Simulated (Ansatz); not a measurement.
This geometry of H3SSi (5 atoms, charge 0, multiplicity 2) is a first-order saddle point.

Computed with UKS PBE0-D4/def2-SVP in Ansatz.

```xyz
5
Properties=species:S:1:pos:R:3
Si -0.082 -0.666 -0.100
S 0.202 1.446 0.201
H -0.446 -1.362 1.174
H -1.123 -0.941 -1.138
H 1.499 1.450 -0.178
```

**Question.** Which two structures does it join? (They come from a converged band through this point; their orientation in space is the band's.)

**Answer.** No bond is made or broken. The dihedral H3–Si1–S2–H5 goes from 55 to -176°. The two ends are copies of one structure, up to a mirror image or an exchange of like atoms.

Image 0:

```xyz
5
Properties=species:S:1:pos:R:3
Si -0.097 -0.697 -0.305
S 0.271 1.416 -0.289
H -0.106 -1.273 1.081
H -1.444 -0.849 -0.938
H 1.425 1.330 0.410
```

Image 8:

```xyz
5
Properties=species:S:1:pos:R:3
Si 0.029 -0.764 -0.018
S 0.623 1.226 0.519
H -0.469 -1.375 1.253
H -1.057 -0.765 -1.054
H 0.924 1.604 -0.743
```

**Question.** How far does it lie above each of them?

**Answer.** 9.0 kJ/mol above the first and 9.0 kJ/mol above the second. This is the barrier of this one path; another mechanism may lie lower.

The run took 84 s on 1 thread of Intel(R) Xeon(R) Processor @ 2.70GHz (shared host), peak memory 0.13 GiB.
